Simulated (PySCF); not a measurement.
**AlO (SMILES [O]=[Al]) at UPBE/def2-TZVPPD**

What is the vertical ionisation energy of AlO at UPBE/def2-TZVPPD? Input form: a Python script.

The calculation is run with PySCF 2.14.0.

2 further runs of the same task are left out: 2 set aside as unsound or not needed.

## (1) Starting point

AlO has 2 atoms, charge 0, and is taken as a doublet. As SMILES, `[O]=[Al]`. The shape comes from GFN2-xTB, which is rough for such elements, and wasn't checked as a minimum.

Bond lengths: O1–Al2 1.570 Å.

## (2) The energy at UPBE/def2-TZVPPD

The input, job.py:

```python
from pyscf import gto, dft

mol = gto.M(
    atom='''
O    0.000000   0.000000   0.000000
Al   0.000000   0.000000   1.570050
''',
    verbose=3,
    charge=0,
    basis='def2-tzvppd',
    max_memory=1860,
    spin=1,
)

calc0 = dft.UKS(mol)
calc0.xc = 'pbe'
calc0.conv_tol = 1e-10
calc0.grids.level = 5
calc0.kernel()
if not calc0.converged:
    calc0 = calc0.newton().run(calc0.mo_coeff, calc0.mo_occ)

e_final = calc0.e_tot
print('Final energy', e_final)
```

The run is started by

```console
OMP_NUM_THREADS=1 python job.py
```

The program printed:

```text
converged SCF energy = -317.445166028382  <S^2> = 0.75414378  2S+1 = 2.0041395
Final energy -317.44516602838195
```

It took 11 s on 1 thread of Arm Neoverse V1, shared host; peak memory 0.41 GiB.

## (3) The singlet cation, same level

The input, job.py:

```python
from pyscf import gto, dft

mol = gto.M(
    atom=[
    ('O', (0.000000, 0.000000, 0.000000)),
    ('Al', (0.000000, 0.000000, 1.570050)),
],
    charge=1,
    basis='def2-tzvppd',
    verbose=3,
    max_memory=1860,
)

mf = dft.RKS(mol)
mf.xc = 'pbe'
mf.conv_tol = 1e-10
mf.grids.level = 5
mf.kernel()
if not mf.converged:
    mf = mf.newton().run(mf.mo_coeff, mf.mo_occ)

etot = mf.e_tot
print('E = %.10f Eh' % etot)
```

The run is started by

```console
OMP_NUM_THREADS=1 python job.py
```

The program printed:

```text
converged SCF energy = -317.073991314119
E = -317.0739913141 Eh
```

Wall time 6.6 s (1 thread of Arm Neoverse V1, shared host); peak memory 0.4 GiB.

## (4) What came out

At UPBE/def2-TZVPPD:

| quantity | value |
| --- | --- |
| doublet AlO: total energy | -317.44517 Eh |
| doublet AlO: dipole moment | 4.07 D |
| doublet AlO: HOMO energy (highest over α and β) | -6.56 eV |
| doublet AlO: LUMO energy (lowest over α and β) | -5.23 eV |
| doublet AlO: ⟨S²⟩ | 0.754 |
| singlet cation: total energy | -317.07399 Eh |
| singlet cation: HOMO energy | -14.16 eV |
| singlet cation: LUMO energy | -13.63 eV |
| singlet cation: HOMO–LUMO gap | 0.53 eV |
| vertical ionisation energy (to the singlet cation) | 10.100 eV |

The vertical ionisation energy comes to 10.10 eV (233 kcal/mol). Only the singlet of the ionised species was computed; a triplet could lie lower.
